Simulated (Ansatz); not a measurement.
This geometry of C2HF3O (7 atoms, charge 0, multiplicity 1) is a first-order saddle point.

Method: RKS PBE0/def2-SVP (Ansatz).

```xyz
7
Properties=species:S:1:pos:R:3
O -0.381 -0.948 -1.157
C 0.062 -0.568 0.043
F 0.570 -1.551 0.764
C -0.025 0.662 0.551
F -0.541 1.667 -0.129
F 0.436 1.019 1.724
H -0.059 -0.349 -1.841
```

(1) Which two structures does it join? (They come from a converged band through this point; their orientation in space is the band's.)

(2) How far does it lie above each of them?

## Answers

(1) No bond is made or broken. The dihedral H7–O1–C2–C4 goes from 0 to 120°.

First end point:

```xyz
7
Properties=species:S:1:pos:R:3
O -0.173 -0.970 -1.206
C 0.116 -0.596 0.042
F 0.487 -1.607 0.793
C 0.054 0.644 0.527
F -0.322 1.659 -0.242
F 0.340 0.998 1.756
H -0.441 -0.196 -1.716
```

Last end point:

```xyz
7
Properties=species:S:1:pos:R:3
O -0.477 -0.736 -1.204
C 0.028 -0.441 -0.008
F 0.583 -1.449 0.661
C -0.059 0.762 0.559
F -0.572 1.807 -0.044
F 0.329 1.019 1.784
H 0.231 -1.031 -1.793
```

(2) 0.024 eV above the first and 0.055 eV above the second. This is the barrier of this one path; another mechanism may lie lower.

Run time: 2.8 min on 1 thread of Arm Neoverse V2, with other jobs on the host, peak memory 0.18 GiB.
